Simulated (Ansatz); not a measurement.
in.yaml

```yaml
crystal:
  periodic: [false, false, false]
  atoms:
    - {symbol: Si, position_ang: [0.000000, 0.000000, 2.729800]}
    - {symbol: Al, position_ang: [0.000000, 0.000000, -0.320041]}
    - {symbol: H, position_ang: [0.000000, 0.000000, -2.409759]}
basis:
  gaussian: {orbitals: "6-31G*"}
magnetization: {spin_polarized: false, initial_magnetization: 2}
correlation: {active_space: {window: {electrons: 4, orbitals: 10}, states: [{multiplicity: 3, weights: [0.5, 0.5, 1]}]}}
output: {forces: true}
```

```sh
$ ansatz run in.yaml --threads 1 --pin off --events-out ev --progress --plain --max-ram 2393MiB
```

The program prints:

```
642 factors; integrals over basis functions are off by at most 7.8e-8 eV
mean field evaluation 1: about -14455.4984 eV, gradient 7.0e0 eV
mean field evaluation 2: about -14455.5080 eV, gradient 7.0e0 eV
mean field evaluation 4: about -14456.2279 eV, gradient 1.0e0 eV
mean field evaluation 8: about -14456.2538 eV, gradient 1.3e-1 eV
mean field evaluation 16: about -14450.7461 eV, gradient 1.2e1 eV
mean field evaluation 32: about -14455.2224 eV, gradient 4.7e-1 eV
mean field evaluation 64: about -14456.2523 eV, gradient 2.2e-1 eV
mean field evaluation 96: about -14455.2228 eV, gradient 4.8e-1 eV
mean field evaluation 128: about -14455.2124 eV, gradient 9.2e-2 eV
mean field -14456.25414911 eV, -531.2575411789 hartree, gradient 7.8e-6 eV, S^2 2.000000; 12 other end points of the search recorded, 0 dependent functions left out
reference -14456.25414911 eV, -531.2575411789 hartree; 15, 13 occupied and 25, 27 virtual orbitals, 642 factors
state -14457.20494446 eV, -531.2924822633 hartree
state -14456.34133389 eV, -531.2607451605 hartree
state -14456.28682098 eV, -531.2587418479 hartree
the calculation of the forces begins
Total energy: -14456.52998008 eV, -531.2676777799 hartree
Atom 0 at     0.000000     0.000000     2.729800 Å, force    -0.000000    -0.000000     0.433165 eV/Å
Atom 1 at     0.000000     0.000000    -0.320041 Å, force    -0.000000    -0.000000    -2.505308 eV/Å
Atom 2 at     0.000000     0.000000    -2.409759 Å, force     0.000000     0.000000     2.072143 eV/Å
Dipole moment:     0.000000     0.000000     0.354590 e Å
```

The total printed last is the weighted mean of the 3 states, 0.675 eV above the lowest of them, and is no single state's energy.

Forces (eV/Å):
```
Si   0.000  0.000  0.433
Al   0.000  0.000 -2.505
H    0.000  0.000  2.072
```

Ran on 1 thread of Arm Neoverse V1, shared host: 29 s wall, 0.15 GiB peak host memory.
